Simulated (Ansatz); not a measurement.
Ansatz (a first-principles code) input:
A basis named .json is the Basis Set Exchange file of that set.

Ansatz 0.2 input:
```yaml
crystal:
  periodic: [false, false, false]
  atoms:
    - {symbol: N, position_ang: [-0.00604726, 0.07245881, 1.41596088]}
    - {symbol: C, position_ang: [0.00611832, 0.05420329, -1.33253835]}
    - {symbol: C, position_ang: [0.00075354, 1.15688179, 0.73845087]}
    - {symbol: C, position_ang: [-0.00725914, -1.10497655, 0.76438931]}
    - {symbol: C, position_ang: [-0.00124318, -1.14569099, -0.61962459]}
    - {symbol: C, position_ang: [0.00728081, 1.26242812, -0.64570663]}
    - {symbol: H, position_ang: [0.01090499, 0.04443784, -2.41599051]}
    - {symbol: H, position_ang: [-0.01307795, -2.00605563, 1.36507020]}
    - {symbol: H, position_ang: [-0.00227616, -2.09704255, -1.13399480]}
    - {symbol: H, position_ang: [0.01287787, 2.21437463, -1.15663470]}
basis:
  gaussian:
    orbitals: cc-pVQZ
    fitting: {mean_field: def2-universal-jkfit, correlation: cc-pVQZ-RIFIT.json}
magnetization: {spin_polarized: true, initial_magnetization: 1}
correlation: {method: mp2, electrons: outside_noble_gas}
```

**Question.** What final total energy does it print?

**Answer.** -247.11644 Eh (RI-MP2/cc-pVQZ). The basis has 450 functions.

It need not be the lowest isomer of its formula.

The determinant is spin-contaminated: <S^2> is 1.28 against 0.75 for a pure state.
